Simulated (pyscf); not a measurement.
H₂C=CH–CH₃ → HC≡CH + CH₄, an elimination (singlet surface; C–C, C–H broken, C–H formed). Optimised with ωB97X-D3(BJ)/def2-SVP in PySCF. Correlated levels are frozen-core, on RHF or UHF. ΔMP2 is the change of the MP2 total energy from the triple- to the quadruple-zeta basis. Energies in kcal/mol from the reactant's lowest minimum found.

AM1 to PM7: differences of heats of formation from MOPAC. 

### Question
Quick AM1 single points give ΔE‡ = 135.6 kcal/mol and ΔE = +39.2 kcal/mol. What does CCSD(T)/def2-TZVPP + ΔMP2(QZVPP) give, and how far is the quick result from it?

### Answer
CCSD(T)/def2-TZVPP + ΔMP2(QZVPP) gives ΔE‡ = 117.7 kcal/mol and ΔE = +35.7 kcal/mol. AM1 lies 17.9 kcal/mol over it in the barrier and 3.5 kcal/mol over it in the reaction energy, so on this step it does not hold to within 3.0 kcal/mol. CCSD(T)/def2-TZVPP + ΔMP2(QZVPP) has limits of its own. At the saddle there is also a short C–H contact that neither side keeps. The same reactants have a lower exit, to H₂C=CH–CH₃ (barrier +83.4 kcal/mol at ωB97M-D3(BJ), against +116.6 kcal/mol here). This is the saddle that the search found; another between the same sides may lie lower. The CCSD(T) − MP2 part came from Ansatz, without density fitting, on the same reference.
